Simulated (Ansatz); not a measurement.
# C2H5B: small, medium and large basis sets

How large a basis does C2H5B need? Two functionals are run in growing sets.

The runs use Ansatz 0.2.0, Gaussian basis; one geometry, several basis sets.

Levels to be run: PBE0-D4/def2-SVP; ωB97M-V/def2-SVP; PBE0-D4/def2-QZVPP; ωB97M-V/def2-QZVPP; the functionals' def2-TZVPP values are taken from earlier runs.

## (1) Structure used throughout

All runs share one geometry, relaxed beforehand with PBE0-D4 in a triple-zeta def2 set.

8 atoms, charge 0, spin multiplicity 1.

Atoms are counted from 1 here; the program's logs count them from 0.

Bond lengths: B1–C2 1.534 Å, B1–H4 1.199 Å, B1–H5 1.197 Å, C2–C3 1.339 Å, C2–H6 1.089 Å, C3–H7 1.086 Å, C3–H8 1.087 Å. Angles: C2–B1–H4 118.7°, C2–B1–H5 122.0°, H4–B1–H5 119.3°, B1–C2–C3 120.5°, B1–C2–H6 121.7°, C3–C2–H6 117.7°, C2–C3–H7 120.6°, C2–C3–H8 123.0°, H7–C3–H8 116.4°.

## (2) PBE0-D4 in def2-SVP

Input file in.yaml:

```yaml
crystal:
  periodic: [false, false, false]
  atoms:
    - {symbol: B, position_ang: [-0.619153, 0.876253, -0.693948]}
    - {symbol: C, position_ang: [0.321991, 0.273488, 0.357517]}
    - {symbol: C, position_ang: [0.459546, -1.054278, 0.465497]}
    - {symbol: H, position_ang: [-1.226394, 0.135876, -1.414830]}
    - {symbol: H, position_ang: [-0.762792, 2.058315, -0.813355]}
    - {symbol: H, position_ang: [0.897394, 0.899504, 1.037344]}
    - {symbol: H, position_ang: [-0.092699, -1.722544, -0.189376]}
    - {symbol: H, position_ang: [1.114308, -1.523813, 1.195451]}
basis:
  gaussian: {orbitals: def2-SVP}
hamiltonian: {xc: pbe0, dispersion: d4}
output: {orbitals: {seedname: orbitals}}
```

Further steps of the session: ωB97M-V in def2-SVP; PBE0-D4 in def2-QZVPP; ωB97M-V in def2-QZVPP.

Before running them: what should the planned runs give, taken together? Wanted: PBE0-D4: double and triple zeta above quadruple; ωB97M-V: double and triple zeta above quadruple.

The runs gave:

| quantity | value |
| --- | --- |
| PBE0-D4: double and triple zeta above quadruple | 3.28, 0.17 eV |
| ωB97M-V: double and triple zeta above quadruple | 3.50, 0.16 eV |

**Reading.** PBE0-D4 gains 3.11 eV from double to triple zeta, then 0.17 eV more. These are total energies; as a rule much of such shifts cancels in differences, which this series doesn't test.
